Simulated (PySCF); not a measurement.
Molecule: SMILES F[C@H]1CCS1, C$_{3}$H$_{5}$FS.

Geometry (Å), atoms numbered from 1 in this order:
```xyz
10

F     1.800   -0.160    1.351
C     1.104   -0.224    0.186
C    -0.390   -0.473    0.358
C    -0.857    0.610   -0.622
S     0.807    1.387   -0.642
H     1.630   -0.932   -0.476
H    -0.737   -1.498    0.158
H    -0.650   -0.207    1.393
H    -1.125    0.222   -1.615
H    -1.659    1.272   -0.268
```

Geometry PBE0-D3(BJ)/def2-SVP throughout; GIAO in PySCF 2.14, gas phase, one conformer, non-relativistic; equivalent atoms averaged; functional PBE0.

(1) How do the shifts δ (against CFCl3, TMS, CS2 at the same level) depend on the basis set? (a selection of nuclei; ppm; last column core-seconds on shared hosts with different chips, so compare them loosely)

(2) Which nucleus among those listed moves most, in ppm?

(3) Taking the largest basis, pcSseg-2 (257 functions), as the yardstick, rank the others by their worst heavy-atom deviation.

Results:

(1) 
```tsv
basis set	functions	F1	C2	C3	C4	S5	H6	H8	H7	H9	core-s
STO-3G	34	-116.1	72.8	35.2	28.1	31.1	2.78	2.12	1.60	1.12	1.9
6-31G	59	-146.2	91.7	39.1	19.2	68.5	6.06	3.38	2.89	2.79	3.8
pcSseg-0	59	-163.5	99.4	41.2	19.7	70.9	5.91	3.23	2.82	2.63	3.7
6-31G*	84	-135.2	89.5	37.2	18.2	93.9	6.07	3.17	2.64	2.69	5.2
def2-SVP	99	-132.0	91.2	35.1	17.6	82.0	5.64	2.85	2.37	2.46	5.8
cc-pVDZ	99	-133.1	93.2	38.7	20.3	76.7	5.89	3.03	2.64	2.65	6.5
pcSseg-1	117	-143.0	95.4	39.9	20.4	97.2	5.98	3.18	2.71	2.83	8.2
aug-cc-pVDZ	164	-137.5	92.6	37.7	20.8	91.0	6.31	3.30	2.95	3.01	13
6-311+G(2d,p)	173	-148.8	94.9	39.3	20.4	118.3	6.23	3.26	2.82	2.99	13
def2-TZVP	191	-145.5	96.2	39.6	20.2	119.8	6.14	3.21	2.82	2.91	16
cc-pVTZ	224	-142.4	95.5	39.4	20.4	96.9	6.15	3.22	2.82	2.91	21
IGLO-III	234	-147.8	97.4	40.5	19.9	125.6	6.25	3.28	2.81	2.98	21
pcSseg-2	257	-146.0	98.5	40.7	20.5	115.6	6.17	3.23	2.82	2.93	45
```

(2) S5 (sulfide sulfur): from 31.1 ppm with STO-3G to 125.6 ppm with IGLO-III. The smallest spread is 1.26 ppm, at H8. Proton shifts span only some 12 ppm, so a few tenths of a ppm matter as much there as several ppm in carbon.

(3) 6-311+G(2d,p) 3.6 ppm (173 functions), def2-TZVP 4.2 ppm (191 functions), IGLO-III 10.0 ppm (234 functions), pcSseg-1 18.4 ppm (117 functions), cc-pVTZ 18.7 ppm (224 functions), 6-31G* 21.7 ppm (84 functions), aug-cc-pVDZ 24.6 ppm (164 functions), def2-SVP 33.6 ppm (99 functions), cc-pVDZ 38.9 ppm (99 functions), pcSseg-0 44.7 ppm (59 functions), 6-31G 47.1 ppm (59 functions), STO-3G 84.5 ppm (34 functions).

A small basis that lands close on one nucleus may do so by chance; judge by the trend and by all nuclei.
